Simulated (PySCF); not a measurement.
**SO (triplet): spin, charge, geometry and surroundings**

One physical setting of the base script is moved in each run, with the edits that it forces.

Program: PySCF 2.14.0. Level of theory: each script names its method and basis. These are calculated values, not measurements.

## Step 1: The starting structure

SO (triplet): 2 atoms, charge 0, spin multiplicity 3.

Bond lengths: S1–O2 1.427 Å.

## Step 2: The base run

Input file input.py:

```python
from pyscf import gto, dft

mol = gto.M(
    atom='S 0 0 0; O 0 0 1.427',
    basis='3-21g',
    charge=0,
    spin=2,
    verbose=4,
)
mf = dft.UKS(mol, xc='m06l')
mf.kernel()
mf.dip_moment()
print('orbital energies (hartree):', [e[max(0, n-3):n+3].round(4) for e, n in zip(mf.mo_energy, mol.nelec)])
```

On the command line:

```
> OMP_NUM_THREADS=1 python input.py
```

The log of this run is left out.

It gives: E(SCF) = -470.909169 Eh, 9 cycles, ⟨S²⟩ = 2.003, μ = 1.13 D.

The bond length is a typed value, not an optimised one. The triplet is typed in the script; nothing here shows that it is the ground state.

## Step 3: Charge +1 (quartet)

Run 1 changes charge: 0 → 1; spin (2S): 2 → 3.

Input file input.py:

```python
from pyscf import gto, dft

mol = gto.M(
    atom='S 0 0 0; O 0 0 1.427',
    basis='3-21g',
    charge=1,
    spin=3,
    verbose=4,
)
mf = dft.UKS(mol, xc='m06l')
mf.kernel()
mf.dip_moment()
print('orbital energies (hartree):', [e[max(0, n-3):n+3].round(4) for e, n in zip(mf.mo_energy, mol.nelec)])
```

On the command line:

```
> OMP_NUM_THREADS=1 python input.py
```

## Step 4: Bond 1.47 Å

Run 2 changes bond length: 1.427 Å → 1.47 Å.

input.py: that of step 2 with these lines changed.

```diff
@@ -3,3 +3,3 @@
 mol = gto.M(
-    atom='S 0 0 0; O 0 0 1.427',
+    atom='S 0 0 0; O 0 0 1.47',
     basis='3-21g',
```

## Step 5: Lengths in bohr

Run 3 changes length unit: angstrom → bohr; bond length: 1.427 Å → 1.427 bohr.

input.py: that of step 2 with these lines changed.

```diff
@@ -7,2 +7,3 @@
     spin=2,
+    unit='bohr',
     verbose=4,
```

## Step 6: Bond 1.327 Å

Run 4 changes bond length: 1.427 Å → 1.327 Å.

input.py: that of step 2 with these lines changed.

```diff
@@ -3,3 +3,3 @@
 mol = gto.M(
-    atom='S 0 0 0; O 0 0 1.427',
+    atom='S 0 0 0; O 0 0 1.327',
     basis='3-21g',
```

**Question.** What will these runs give? Wanted: for each run, E(SCF); from base; gap, α spin; SCF dipole.

As calculated:

```
                          run  E(SCF) (hartree)  from base (eV)  cycles  gap, α spin (eV)  SCF dipole (D)
                         base       -470.909169               0       9              6.87            1.13
          charge +1 (quartet)       -470.373810        +14.5679       9              7.43             n/a
                  bond 1.47 Å       -470.927483         -0.4984       9              6.64            1.11
lengths in bohr (poor choice)       -466.869756  not comparable       8              7.44            0.28
                 bond 1.327 Å       -470.834925         +2.0203       9              7.23            1.13
```

The largest comparable shift of the SCF energy, +2.020 eV, comes with the run “bond 1.327 Å”. At the SCF level, going to the quartet with one electron fewer costs 14.57 eV at fixed geometry, which need not be the lowest ionisation. Rows marked «poor choice» come from settings spoiled on purpose.
